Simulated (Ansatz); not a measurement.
**How far each method lies from full CI for AlP⁺, quartet**

Geometry: a point of a stretch scan, not a stationary point.

```csv
atom,x (Å),y (Å),z (Å)
Al,0.0000,0.0000,0.0000
P,0.0000,0.0000,2.7560
```

Basis cc-pVDZ; Ansatz 0.2.0. Only valence electrons are correlated (noble-gas cores frozen), which leaves 7 electrons in 26 orbitals. R marks a restricted (for open shells ROHF) determinant, U an unrestricted one. Active spaces: pair = (5e, 5o) about the gap; valence = (7e, 8o) chosen from the atoms' valence shells.

Full CI is exact within this basis and frozen core; it isn't the basis-set limit. The frozen core follows each run's orbitals, which can shift R against U totals by a few meV.

For open shells CISD is restricted-active-space CI with the open shells as a complete middle space.

The UHF ⟨S²⟩ is 3.795, the T1 diagnostic (RCCSD) is 0.0305 and the largest doubles amplitude (RCCSD) is 0.095. The T1 diagnostic (UCCSD) is 0.0209.

| level | E − E(full CI) (meV) | share of correlation (%) | wall time |
| --- | --- | --- | --- |
| RHF | 3618 | 0.00 | – |
| UHF | 3516 | 2.83 | – |
| RMP2 | 953 | 73.67 | – |
| UMP2 | 946 | 73.86 | – |
| CISD | 274 | 92.42 | 1.1 s |
| RCCSD | 105 | 97.10 | – |
| UCCSD | 104 | 97.13 | – |
| RCCSD(T) | 28 | 99.23 | 1.1 s |
| UCCSD(T) | 28 | 99.24 | 1.2 s |
| BCCD(T) | 27 | 99.24 | 0.84 s |
| RCCSDT | 6 | 99.84 | – |
| UCCSDT | 6 | 99.84 | – |
| RCCSDT(Q) | 1 | 99.97 | 3.4 s |
| UCCSDT(Q) | 1 | 99.99 | 3 s |
| CASSCF (pair space) | 3216 | 11.11 | – |
| NEVPT2 (pair space) | 925 | 74.45 | 0.63 s |
| MRCISD (pair space) | 279 | 92.30 | – |
| MRCISD+Q (pair space) | 10 | 99.73 | 0.99 s |
| CASSCF (valence space) | 2461 | 32.00 | – |
| NEVPT2 (valence space) | 556 | 84.64 | 1.9 s |
| NEVPT4(SD) (valence space) | 14 | 99.62 | 2.8 s |
| MRCISD (valence space) | 111 | 96.94 | – |
| MRCISD+Q (valence space) | -33 | 100.92 | 2.7 s |

The correlation energy at full CI, counted from RHF, is -3.618 eV. That run took 2.8 min on 1 thread of Arm Neoverse V2, shared host over 5,352,180 determinants.

Times hold each run's SCF and search for its determinant on a shared host, so for small cases they say little of a method's own cost; they ran on 1 thread of Arm Neoverse V2. Some runs computed forces too.

Not variational, and here over 5 meV under the exact energy: MRCISD+Q (valence space).

The full-CI state has the irrep A2 of C2v, in the program's axes (one component, if the state is degenerate).

Natural occupations of full CI about the gap: 1.944 1.884 0.988 0.988 0.988 0.041 0.040 0.040 0.012 0.012; effectively unpaired electrons, Σ n²(2−n)², 3.08.
